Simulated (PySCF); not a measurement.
**SiH3F (SMILES F[SiH3]) at 6 levels**

We compute a comparison of 6 runs (B2PLYP/STO-3G, M06-2X/STO-3G, wB97X-V/STO-3G, UMP2/STO-3G, NEVPT2(2,2)/STO-3G, UCCSD(T)/STO-3G) of SiH3F. Input form: a Python script.

The results are computed with PySCF 2.14.0.

3 further runs of the same task are left out: 3 set aside as unsound or not needed.

### 1 Starting point

SiH3F has 5 atoms, charge 0, and is taken as a singlet. SMILES: `F[SiH3]`. The Si2–H5 distance was set to 1.778 Å, away from the relaxed value.

Bond lengths: F1–Si2 1.600 Å, Si2–H3 1.482 Å, Si2–H4 1.482 Å. Angles: F1–Si2–H3 108.3°, F1–Si2–H4 108.3°, H3–Si2–H4 110.6°. A long bond or contact: Si2–H5 1.778 Å.

### 2 A single-point energy at B2PLYP/STO-3G (run 1)

The input, mol.xyz:

```xyz
5

F     -1.442050    -0.079755     0.827178
Si    -0.124150    -0.261855    -0.061522
H     -0.535250    -0.435155    -1.474522
H      0.601150    -1.460455     0.420778
H      0.880500     1.193400     0.123400
```

The input, job.py:

```python
from pyscf import gto, dft, mp

mol = gto.M(
    atom='mol.xyz',
    charge=0,
    max_memory=1860,
    verbose=4,
    basis='sto-3g',
)

mf = dft.RKS(mol)
mf.xc = '0.53*HF + 0.47*B88, 0.73*LYP'
mf.conv_tol = 1e-10
mf.grids.level = 5
mf.kernel()
if not mf.converged:
    mf = mf.newton().run(mf.mo_coeff, mf.mo_occ)

pt = mp.MP2(mf, frozen=6).run()
energy = mf.e_tot + 0.27 * pt.e_corr
print('PT2 part  %.8f' % (0.27 * pt.e_corr))
print(f'total energy: {energy:.8f} hartree')
```

Run with:

```sh
$ OMP_NUM_THREADS=1 python job.py
```

The log of the run:

```text
PySCF version 2.14.0

[INPUT] num. atoms = 5
[INPUT] num. electrons = 26
[INPUT] charge = 0
[INPUT] spin (= nelec alpha-beta = 2S) = 0
[INPUT] symmetry False subgroup None
[INPUT] Mole.unit = angstrom
[INPUT] Symbol           X                Y                Z      unit          X                Y                Z       unit  Magmom
[INPUT]  1 F     -1.442050000000  -0.079755000000   0.827178000000 AA   -2.725079557929  -0.150715107065   1.563139876265 Bohr   0.0
[INPUT]  2 Si    -0.124150000000  -0.261855000000  -0.061522000000 AA   -0.234609498365  -0.494834234348  -0.116259730635 Bohr   0.0
[INPUT]  3 H     -0.535250000000  -0.435155000000  -1.474522000000 AA   -1.011475908173  -0.822323771735  -2.786442744646 Bohr   0.0
[INPUT]  4 H      0.601150000000  -1.460455000000   0.420778000000 AA    1.136008859782  -2.759859967252   0.795155179242 Bohr   0.0
[INPUT]  5 H      0.880500000000   1.193400000000   0.123400000000 AA    1.663903852680   2.255199157056   0.233192203771 Bohr   0.0

nuclear repulsion = 62.0013592158321
number of shells = 11
number of NR pGTOs = 51
number of NR cGTOs = 17
basis = sto-3g
ecp = {}

******** <class 'pyscf.dft.rks.RKS'> ********
method = RKS
initial guess = minao
damping factor = 0
level_shift factor = 0
DIIS = <class 'pyscf.scf.diis.CDIIS'>
diis_start_cycle = 1
diis_space = 8
diis_damp = 0
SCF conv_tol = 1e-10
SCF conv_tol_grad = None
SCF max_cycles = 50
direct_scf = True
direct_scf_tol = 1e-13
XC library pyscf.dft.libxc version 7.0.0
    S. Lehtola, C. Steigemann, M. J.T. Oliveira, and M. A.L. Marques.,  SoftwareX 7, 1–5 (2018)
XC functionals = 0.53*HF + 0.47*B88, 0.73*LYP
    A. D. Becke.,  Phys. Rev. A 38, 3098 (1988)
    C. Lee, W. Yang, and R. G. Parr.,  Phys. Rev. B 37, 785 (1988)
    B. Miehlich, A. Savin, H. Stoll, and H. Preuss.,  Chem. Phys. Lett. 157, 200 (1989)
radial grids:
    Treutler-Ahlrichs [JCP 102, 346 (1995); DOI:10.1063/1.469408] (M4) radial grids

becke partition: Becke, JCP 88, 2547 (1988); DOI:10.1063/1.454033
pruning grids: <function nwchem_prune>
grids dens level: 5
symmetrized grids: False
atomic radii adjust function: <function treutler_atomic_radii_adjust>
small_rho_cutoff = 0
Set gradient conv threshold to 1e-05
Initial guess from minao.
tot grids = 158056
init E= -385.608410710778
  HOMO = -0.317041799490625  LUMO = 0.137853594930214  gap/eV = 12.37833
cycle= 1 E= -385.938768611317  delta_E= -0.33  |g|= 0.351  |ddm|= 2.22
  HOMO = -0.144809881263632  LUMO = 0.23554550048343  gap/eV = 10.35000
cycle= 2 E= -385.979634974496  delta_E= -0.0409  |g|= 0.244  |ddm|= 1.06
  HOMO = -0.25223653546829  LUMO = 0.260762689075208  gap/eV = 13.95942
cycle= 3 E= -386.001528254026  delta_E= -0.0219  |g|= 0.0127  |ddm|= 0.393
  HOMO = -0.254511700217043  LUMO = 0.261875333341762  gap/eV = 14.05161
cycle= 4 E= -386.001647929322  delta_E= -0.00012  |g|= 0.004  |ddm|= 0.0393
  HOMO = -0.255579920011191  LUMO = 0.262279517939751  gap/eV = 14.09167
cycle= 5 E= -386.00165790314  delta_E= -9.97e-06  |g|= 0.000408  |ddm|= 0.0104
  HOMO = -0.255426902427253  LUMO = 0.262202633897259  gap/eV = 14.08542
cycle= 6 E= -386.001658041744  delta_E= -1.39e-07  |g|= 3.46e-05  |ddm|= 0.00136
  HOMO = -0.255451848392415  LUMO = 0.262205042012916  gap/eV = 14.08616
cycle= 7 E= -386.001658042688  delta_E= -9.44e-10  |g|= 2.54e-06  |ddm|= 0.00011
  HOMO = -0.255452430689671  LUMO = 0.262205481281869  gap/eV = 14.08619
cycle= 8 E= -386.001658042694  delta_E= -5.8e-12  |g|= 4.16e-07  |ddm|= 7.97e-06
  HOMO = -0.25545255420915  LUMO = 0.26220546227162  gap/eV = 14.08619
Extra cycle  E= -386.001658042694  delta_E= -7.39e-13  |g|= 1.39e-07  |ddm|= 1.3e-06
converged SCF energy = -386.001658042694

******** <class 'pyscf.mp.mp2.RMP2'> ********
nocc = 7, nmo = 11
frozen orbitals 6
E(RMP2) = -386.088436638241  E_corr = -0.0867785955466379
E(SCS-RMP2) = -386.098982152961  E_corr = -0.0973241102668877
E_corr(same-spin) = -0.0078579281412435
E_corr(oppo-spin) = -0.0789206674053944
PT2 part  -0.02343022
total energy: -386.02508826 hartree
```

Wall time 5.1 s (1 thread of Arm Neoverse V1, shared host); peak memory 0.19 GiB.

### 3 A single-point energy at M06-2X/STO-3G (run 2)

The input, job.py:

```python
from pyscf import gto, dft

mol = gto.M(
    atom='''
F     -2.725080    -0.150715     1.563140
Si    -0.234609    -0.494834    -0.116260
H     -1.011476    -0.822324    -2.786443
H      1.136009    -2.759860     0.795155
H      1.663904     2.255199     0.233192
''',
    max_memory=1860,
    charge=0,
    basis='sto-3g',
    spin=0,
    unit='bohr',
    verbose=3,
)

mf = dft.RKS(mol, xc='m06-2x')
mf.grids.level = 5
mf.conv_tol = 1e-10
mf.kernel()
if not mf.converged:
    mf = mf.newton().run(mf.mo_coeff, mf.mo_occ)

e_final = mf.e_tot
print('E = %.10f Eh' % e_final)
```

Run with:

```sh
$ OMP_NUM_THREADS=1 python job.py
```

The log of the run:

```text
converged SCF energy = -386.292738270009
E = -386.2927382700 Eh
```

Wall time 3.3 s (1 thread of Arm Neoverse V1, shared host); peak memory 0.19 GiB.

Run 3 isn't shown in full; the table further down has it.

### 4 A single-point energy at UMP2/STO-3G (run 4)

The input, input.xyz:

```xyz
5
FH3Si
F     -1.442050    -0.079755     0.827178
Si    -0.124150    -0.261855    -0.061522
H     -0.535250    -0.435155    -1.474522
H      0.601150    -1.460455     0.420778
H      0.880500     1.193400     0.123400
```

The input, job.py:

```python
from pyscf import gto, mp

mol = gto.Mole()
mol.atom = 'input.xyz'
mol.max_memory = 1860
mol.basis = 'sto-3g'
mol.verbose = 4
mol.build()

mf = mol.UHF()
mf.conv_tol = 1e-10
mf.kernel()
if not mf.converged:
    mf = mf.newton().run(mf.mo_coeff, mf.mo_occ)
for _ in range(3):
    mo, _, stable, _ = mf.stability(return_status=True)
    if stable:
        break
    mf.kernel(mf.make_rdm1(mo, mf.mo_occ))

pt = mp.MP2(mf, frozen=6).run()
e_final = pt.e_tot
print(f'total energy: {e_final:.8f} hartree')
```

Run with:

```sh
$ OMP_NUM_THREADS=1 python job.py
```

The log of the run:

```text
PySCF version 2.14.0

[INPUT] num. atoms = 5
[INPUT] num. electrons = 26
[INPUT] charge = 0
[INPUT] spin (= nelec alpha-beta = 2S) = 0
[INPUT] symmetry False subgroup None
[INPUT] Mole.unit = angstrom
[INPUT] Symbol           X                Y                Z      unit          X                Y                Z       unit  Magmom
[INPUT]  1 F     -1.442050000000  -0.079755000000   0.827178000000 AA   -2.725079557929  -0.150715107065   1.563139876265 Bohr   0.0
[INPUT]  2 Si    -0.124150000000  -0.261855000000  -0.061522000000 AA   -0.234609498365  -0.494834234348  -0.116259730635 Bohr   0.0
[INPUT]  3 H     -0.535250000000  -0.435155000000  -1.474522000000 AA   -1.011475908173  -0.822323771735  -2.786442744646 Bohr   0.0
[INPUT]  4 H      0.601150000000  -1.460455000000   0.420778000000 AA    1.136008859782  -2.759859967252   0.795155179242 Bohr   0.0
[INPUT]  5 H      0.880500000000   1.193400000000   0.123400000000 AA    1.663903852680   2.255199157056   0.233192203771 Bohr   0.0

[... 76 lines left out ...]
converged SCF energy = -385.341042671794  <S^2> = 1.8582469e-11  2S+1 = 1
[... 3 lines left out ...]
******** <class 'pyscf.mp.ump2.UMP2'> ********
nocc = (np.int64(7), np.int64(7)), nmo = (11, 11)
frozen orbitals 6
E(UMP2) = -385.403841151893  E_corr = -0.0627984800990002
E(SCS-UMP2) = -385.412497473349  E_corr = -0.0714548015544786
E_corr(same-spin) = -0.00450389372806347
E_corr(oppo-spin) = -0.0582945863709368
total energy: -385.40384115 hartree
```

Wall time 0.99 s (1 thread of Arm Neoverse V1, shared host); peak memory 0.12 GiB.

Run 5 isn't shown in full; the table further down has it.

### 5 The energy at UCCSD(T)/STO-3G (run 6)

The input, calc.py:

```python
from pyscf import gto, scf, cc

mol = gto.M(
    atom='''
F       -1.442050      -0.079755       0.827178
Si      -0.124150      -0.261855      -0.061522
H       -0.535250      -0.435155      -1.474522
H        0.601150      -1.460455       0.420778
H        0.880500       1.193400       0.123400
''',
    basis='sto-3g',
    verbose=4,
    max_memory=1860,
)

mf = scf.UHF(mol)
mf.conv_tol = 1e-10
mf.kernel()
if not mf.converged:
    mf = mf.newton().run(mf.mo_coeff, mf.mo_occ)
for _ in range(3):
    mo, _, stable, _ = mf.stability(return_status=True)
    if stable:
        break
    mf.kernel(mf.make_rdm1(mo, mf.mo_occ))

mycc = cc.CCSD(mf, frozen=6)
mycc.kernel()
e_t = mycc.ccsd_t()
e_tot = mycc.e_tot + e_t
print('Final energy', e_tot)
```

Run with:

```sh
$ OMP_NUM_THREADS=1 python calc.py
```

The log of the run:

```text
PySCF version 2.14.0

[INPUT] num. atoms = 5
[INPUT] num. electrons = 26
[INPUT] charge = 0
[INPUT] spin (= nelec alpha-beta = 2S) = 0
[INPUT] symmetry False subgroup None
[INPUT] Mole.unit = angstrom
[INPUT] Symbol           X                Y                Z      unit          X                Y                Z       unit  Magmom
[INPUT]  1 F     -1.442050000000  -0.079755000000   0.827178000000 AA   -2.725079557929  -0.150715107065   1.563139876265 Bohr   0.0
[INPUT]  2 Si    -0.124150000000  -0.261855000000  -0.061522000000 AA   -0.234609498365  -0.494834234348  -0.116259730635 Bohr   0.0
[INPUT]  3 H     -0.535250000000  -0.435155000000  -1.474522000000 AA   -1.011475908173  -0.822323771735  -2.786442744646 Bohr   0.0
[INPUT]  4 H      0.601150000000  -1.460455000000   0.420778000000 AA    1.136008859782  -2.759859967252   0.795155179242 Bohr   0.0
[INPUT]  5 H      0.880500000000   1.193400000000   0.123400000000 AA    1.663903852680   2.255199157056   0.233192203771 Bohr   0.0

[... 76 lines left out ...]
converged SCF energy = -385.341042671794  <S^2> = 1.8582469e-11  2S+1 = 1
[... 14 lines left out ...]
Init t2, MP2 energy = -0.0627984803279448
[... 12 lines left out ...]
UCCSD converged
[... 2 lines left out ...]
Final energy -385.43303896703026
```

Run time: 1.1 s. Hardware: 1 thread of Arm Neoverse V1, shared host; peak memory 0.12 GiB.

### 6 Overview of the runs

| run | level | frozen core orbitals | nlc grid | energy (Eh) | dipole moment (D) of the reference | HOMO energy (eV) | LUMO energy (eV) | wall time |
| --- | --- | --- | --- | --- | --- | --- | --- | --- |
| 1 | B2PLYP/STO-3G | 6 | – | -386.025088 | 0.73 | -6.95 | 7.13 | 5.1 s |
| 2 | M06-2X/STO-3G | – | – | -386.292738 | 0.60 | -7.00 | 6.52 | 3.3 s |
| 3 | wB97X-V/STO-3G | – | 1 | -386.219067 | 0.59 | -7.53 | 8.01 | 16 s |
| 4 | UMP2/STO-3G | 6 | – | -385.403841 | 0.97 | -9.48 | 10.11 | 0.99 s |
| 5 | NEVPT2(2,2)/STO-3G | – | – | -385.417029 | 0.97 | -9.48 | 10.11 | 1.1 s |
| 6 | UCCSD(T)/STO-3G | 6 | – | -385.433039 | 0.97 | -9.48 | 10.11 | 1.1 s |

### 7 Outcome

```
                                          quantity          value
                               run 6: total energy  -385.43304 Eh
       run 6: dipole moment (Hartree–Fock density)         0.97 D
        run 6: HOMO energy (Hartree–Fock orbitals)       -9.48 eV
        run 6: LUMO energy (Hartree–Fock orbitals)       10.11 eV
      run 6: HOMO–LUMO gap (Hartree–Fock orbitals)       19.59 eV
run 6: correlation energy (6 core orbitals frozen)      -92.0 mEh
                             run 6: (T) correction      -2.21 mEh
                              run 6: T1 diagnostic          0.009
```

Over runs 1, 2, 3 the dipole moment (its size) runs from 0.59 D (wB97X-V/STO-3G) to 0.73 D (B2PLYP/STO-3G). A double hybrid's value is that of its SCF part. Over runs 1, 2, 3 the HOMO–LUMO gap runs from 13.52 eV (M06-2X/STO-3G) to 15.54 eV (wB97X-V/STO-3G). Totals of different functionals can't be ranked against each other. In runs 1, 2, 3, 4, 5, 6 the basis is minimal, so the values are rough. All runs together took 28 s, the longest 16 s.
